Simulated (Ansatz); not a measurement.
Total energies of C2H6B, SMILES `C[B]C` radical.

```xyz
9

C    -0.815   -1.138   -0.073
B    -0.567    0.367    0.172
C     0.731    1.193    0.025
H    -0.164   -1.577   -0.840
H    -1.854   -1.399   -0.284
H    -0.565   -1.636    0.877
H     1.441    0.787   -0.708
H     0.568    2.254   -0.177
H     1.225    1.148    1.007
```

Charge 0, multiplicity 2. The structure was optimised at the PBE0-D4/def2-TZVP level. Basis def2-TZVPP, Ansatz 0.2.0.

RPA on PBE orbitals: Hartree–Fock energy of these orbitals -103.86973 Eh, correlation -0.77349 Eh (frozen core).

```tsv
functional	energy without D4 (Eh)	D4 term (kJ/mol)
LDA (SPW92)	-103.56956	–
PBE	-104.47587	-11.0
revPBE	-104.60897	-39.6
B97M-V	-104.65295	–
PBE0	-104.50108	-9.1
B3LYP	-104.65261	-17.6
r2SCANh	-104.56909	-2.8
r2SCAN0	-104.56585	-3.1
HSE06 (plane-wave form)	-104.49372	-8.4
ωB97M-V	-104.56591	–
```

Q: Give the same for BLYP, r2SCAN, BHLYP, CAM-B3LYP, LC-ωPBE, ωB97X-V, B2PLYP, PBE-QIDH. (An estimate is asked.)

A: Ansatz gave: 
```tsv
functional	energy without D4 (Eh)	D4 term (kJ/mol)
BLYP	-104.57470	-25.0
r2SCAN	-104.57158	-2.7
BHLYP	-104.57604	-12.1
CAM-B3LYP	-104.57126	-9.0
LC-ωPBE	-104.56900	–
ωB97X-V	-104.60613	–
B2PLYP	-104.52983	–
PBE-QIDH	-104.48311	–
```

B3LYP takes the VWN-RPA correlation (the form of Gaussian; ORCA's B3LYP/G). HSE06 is the plane-wave form, built on full-range PBE exchange. The double hybrids freeze the cores in their second-order part.

LC-ωPBE has ω = 0.4 bohr⁻¹.
